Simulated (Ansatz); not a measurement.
This geometry of BClH5N (8 atoms, charge 0, multiplicity 1) is a first-order saddle point.

Method: Ansatz 0.2.0, RHF/def2-mTZVP.

```xyz
8
Properties=species:S:1:pos:R:3
B 0.042 -0.462 -0.271
Cl -0.285 0.221 2.750
H 1.041 0.092 -0.541
H -1.017 -0.195 -0.699
N 0.135 -1.647 0.646
H -0.596 -2.330 0.560
H 1.031 -2.095 0.699
H -0.019 -1.113 1.610
```

Which two structures does it join? (They come from a converged band through this point; their orientation in space is the band's.)

Bonds broken: B1–Cl2, N5–H8. Bonds formed: Cl2–H8. BClH5N becomes BH4N + ClH.

Initial state:

```xyz
8
Properties=species:S:1:pos:R:3
B -0.003 -0.205 0.235
Cl 0.224 0.810 1.815
H 0.917 -0.065 -0.511
H -1.089 -0.052 -0.230
N 0.060 -1.753 0.770
H -0.058 -2.406 0.015
H 0.942 -1.938 1.213
H -0.661 -1.920 1.448
```

Final state:

```xyz
8
Properties=species:S:1:pos:R:3
B 0.089 -0.657 -0.652
Cl -0.379 -0.071 3.609
H 1.051 -0.031 -0.955
H -0.976 -0.429 -1.123
N 0.208 -1.668 0.299
H -0.539 -2.285 0.528
H 1.087 -1.966 0.662
H -0.209 -0.422 2.386
```

How far does it lie above each of them?

138.3 kJ/mol above the first and 79.6 kJ/mol above the second. This is the barrier of this one path; another mechanism may lie lower. The orbitals stay closed-shell, which can raise the energy where a bond breaks towards radicals; this wasn't checked here.

Run time: 53 s on 1 thread of Arm Neoverse V2, on a shared host, peak memory 0.14 GiB.
